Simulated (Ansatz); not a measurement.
# CH8Si2: a dynamics run in two tries

Aim: a short trajectory for this system.

All numbers below are computed with Ansatz 0.2.0 (UKS PBE/STO-3G).

## (1) The system as given

Bond lengths: Si1–C3 1.903 Å, Si1–H5 1.467 Å, Si1–Si6 2.307 Å, C3–H7 1.091 Å, C3–H8 1.090 Å, Si6–H9 1.471 Å, Si6–H10 1.468 Å, Si6–H11 1.470 Å. Angles: Si1–C3–H7 119.9°, Si1–C3–H8 112.8°, H7–C3–H8 107.4°, C3–Si1–H5 108.4°, C3–Si1–Si6 131.3°, H5–Si1–Si6 111.7°, Si1–Si6–H9 111.1°, Si1–Si6–H10 110.0°, Si1–Si6–H11 116.9°, H9–Si6–H10 106.5°, H9–Si6–H11 105.5°, H10–Si6–H11 106.3°.

Structure file:

```xyz
11

Si   -0.2128    0.3486   -0.3878
H     0.6423   -0.0415   -2.0064
C     1.6272    0.8318   -0.3568
H     1.4277    0.4800   -1.6910
H    -0.9842    1.4907   -0.8913
Si   -1.4653   -0.9654    1.0352
H     1.9364    1.7626    0.1200
H     2.2666    0.0384    0.0310
H    -0.7299   -1.2526    2.2764
H    -1.7425   -2.2628    0.4059
H    -2.7656   -0.4297    1.4648
```

## (2) First try

input.yaml reads:

```yaml
crystal:
  periodic: [false, false, false]
  atoms:
    - { symbol: Si, position_ang: [-0.2128, 0.3486, -0.3878] }
    - { symbol: H, position_ang: [0.6423, -0.0415, -2.0064] }
    - { symbol: C, position_ang: [1.6272, 0.8318, -0.3568] }
    - { symbol: H, position_ang: [1.4277, 0.48, -1.691] }
    - { symbol: H, position_ang: [-0.9842, 1.4907, -0.8913] }
    - { symbol: Si, position_ang: [-1.4653, -0.9654, 1.0352] }
    - { symbol: H, position_ang: [1.9364, 1.7626, 0.12] }
    - { symbol: H, position_ang: [2.2666, 0.0384, 0.031] }
    - { symbol: H, position_ang: [-0.7299, -1.2526, 2.2764] }
    - { symbol: H, position_ang: [-1.7425, -2.2628, 0.4059] }
    - { symbol: H, position_ang: [-2.7656, -0.4297, 1.4648] }
magnetization:
  spin_polarized: true
  initial_magnetization: 1
basis:
  gaussian: { orbitals: STO-3G }
hamiltonian:
  xc: pbe
md:
  timestep: 0.5
  n_steps: 25
  ensemble: nve
  temperature: 600.0
  initial_velocities: maxwell_boltzmann
  seed: 905153
```

Started as:

```sh
$ ansatz run input.yaml --threads 1 --pin off --max-ram 2048MiB --backend cpu --events-out ev --progress --plain --runs-dir out
```

Q: Predict the outcome of this session. Wanted: first try.

As calculated:

| quantity | value |
| --- | --- |
| first try | refused |
| cause | the number of unpaired electrons doesn't fit the number of electrons: even goes with even, odd with odd |

What this shows: The fault in the first input was caught at the input check and cost nothing.
